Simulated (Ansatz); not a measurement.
We consider diamond-structure Ge, described by LDA in Ansatz (plane waves, PAW).

Run with plane-wave cutoff 520 eV, 20×20×20 k mesh, Fermi–Dirac smearing 0.05 eV, scalar-relativistic PAW data made under PBE.

Cell (relaxed at this level):

```
CELL_PARAMETERS angstrom
      0.00000     2.81096     2.81096
      2.81096     0.00000     2.81096
      2.81096     2.81096     0.00000
ATOMIC_POSITIONS crystal
  Ge 0.50000 0.50000 0.50000
  Ge 0.75000 0.75000 0.75000
```

**Question.** Predict the elastic constant C11, elastic constant C44, elastic constant C12, Voigt–Reuss–Hill bulk modulus and polycrystal shear modulus (Hill average).

**Answer.** 
elastic constant C11: 122 GPa
elastic constant C44: 62.2 GPa
elastic constant C12: 46.9 GPa
Voigt–Reuss–Hill bulk modulus: 71.8 GPa
polycrystal shear modulus (Hill average): 50.7 GPa

Measured, for comparison: elastic constant C11 131 GPa, elastic constant C44 68 GPa, elastic constant C12 49 GPa (low temperature, zero-point motion not removed; as tabulated in Tanner et al. (2021), arXiv:2110.11888). Computed (rounded) less measured: elastic constant C11 -7 %, elastic constant C44 -9 %, elastic constant C12 -4 %.

Note: the solid has no gap at this level, which affects its response.

Elastic constants are with the ions relaxed.

The computed numbers hold no vibrational or temperature effects.

The result took roughly 10 core-minutes.

Ansatz is an electronic-structure program.
